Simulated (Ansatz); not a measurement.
Elastic constant C66 of hcp Co at several levels of theory

No measured value is used here.

| level (code) | value (GPa) | cell (Å³/atom) |
|---|---|---|
| LDA (Ansatz) | 128 | 10.01 |
| BLYP (Ansatz) | ? | 11.35 |
| PBE (Ansatz) | 91.3 | 10.86 |
| PBEsol (Ansatz) | ? | 10.37 |
| revPBE (Ansatz) | 82.8 | 11.08 |
| RPBE (Ansatz) | 81.4 | 11.16 |
| PBE-D3(BJ) (Ansatz) | 106 | 10.55 |

### Question
What belongs in the gaps?

### Answer

- BLYP (Ansatz, an electronic-structure program), value (GPa): 76.3
- PBEsol (Ansatz), value (GPa): 113

Spin-polarised runs: LDA (parallel moments), BLYP (parallel moments), PBE (parallel moments), PBEsol (parallel moments), revPBE (parallel moments), RPBE (parallel moments), PBE-D3(BJ) (parallel moments). PBE-D3(BJ): the dispersion coefficients are held fixed in the derivatives. Each level is taken at its own relaxed cell. Ansatz's density-functional and Hartree–Fock values are scalar-relativistic unless marked +SOC, with PAW data made under PBE.
